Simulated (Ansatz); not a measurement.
**[OH···H···F], doublet in cc-pVDZ: errors against UCCSDT(Q)**

Geometry: a point of a hydrogen-transfer path between rigid fragments, not a stationary point.

```tsv
atom	x (Å)	y (Å)	z (Å)
O	-1.0940	-0.0252	0.0000
H	-1.3433	0.9013	0.0000
H	-0.1010	-0.0252	0.0000
F	0.9980	-0.0252	0.0000
```

Basis cc-pVDZ; Ansatz 0.2.0. Correlated methods freeze the noble-gas cores, which leaves 15 electrons in 36 orbitals. R marks a restricted (for open shells ROHF) determinant, U an unrestricted one. Active spaces: valence = (15e, 10o) chosen from the atoms' valence shells; pair = (3e, 3o) about the gap.

Full CI isn't at hand for all of this; UCCSDT(Q) serves as the reference, and is uncertain by about the last step of the cluster series. The frozen core follows each run's orbitals, which can shift R against U totals by a few meV.

HF rows are the lowest solutions found. Coupled cluster chose its determinant by trial CCSD, here up to 0.22 eV above the lowest Hartree–Fock solution of its kind, and MP2 stands on that determinant too. For open shells CISD is restricted-active-space CI with the open shells as a complete middle space.

```
UHF ⟨S²⟩                          : 0.783
T1 diagnostic (RCCSD)             : 0.0418
largest doubles amplitude (RCCSD) : 0.045
T1 diagnostic (UCCSD)             : 0.0212
```

```tsv
level	E − E(UCCSDT(Q)) (kJ/mol)	share of correlation (%)	wall time
RHF†	1068.3	–	–
UHF	1049.6	3.64	–
RMP2	71.6	93.43	–
UMP2	72.0	93.39	–
CISD†	133.8	–	6 s
RCCSD	21.6	98.02	–
UCCSD	19.9	98.17	–
RCCSD(T)	3.9	99.64	3.7 s
UCCSD(T)	3.5	99.68	5.5 s
BCCD(T)	3.6	99.67	5 s
RCCSDT	2.7	99.75	–
UCCSDT	2.5	99.77	–
RCCSDT(Q)	0.0	100.00	52 s
CASSCF (pair space)	998.4	8.34	–
NEVPT2 (pair space)	60.2	94.48	1.7 s
MRCISD (pair space)	84.4	92.25	–
MRCISD+Q (pair space)	15.5	98.58	1.7 s
CASSCF (valence space)†	936.7	–	–
NEVPT2 (valence space)†	171.9	–	3.6 s
MRCISD (valence space)†	107.7	–	–
MRCISD+Q (valence space)†	55.4	–	8 s
```

A dagger marks rows that describe another state than the reference (another or a broken symmetry, a higher spin or other natural occupations), so the difference isn't the method's error.

The correlation energy at UCCSDT(Q), counted from the determinant under the R cluster runs, is -11.289 eV. That run took 41 s on 1 thread of Intel Xeon Platinum 8488C, shared host.

Times hold each run's SCF and search for its determinant on a shared host, so for small cases they say little of a method's own cost; they ran on 1 thread of Intel Xeon Platinum 8488C.
